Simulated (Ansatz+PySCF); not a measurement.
doublet NO: levels of theory in one basis

```xyz
2

N     0.0000    0.0000   -0.5844
O     0.0000    0.0000    0.5083
```

Basis set: cc-pVTZ (spherical functions). Correlated methods keep 2 orbitals frozen. Correlation on ROHF uses semicanonical orbitals with singles. Charge 0, multiplicity 2.

Computed with Ansatz (development build ahead of 0.2.0) and PySCF 2.14.0; each method stands on the lowest determinant of its kind that the runs found.

```tsv
method	E − E(ROHF) (eV)	<S²> of the determinant
ROHF	0.00	0.75
UHF	-0.19	0.76
ROHF-MP2	-10.85	–
UHF-CCSD	-10.90	0.76
ROHF-CCSD(T)	-11.36	–
UHF-CCSD(T)	-11.36	0.76
```

(1) What does UHF-MP2 give on the same scale?

## Answers

(1) -10.76 eV.
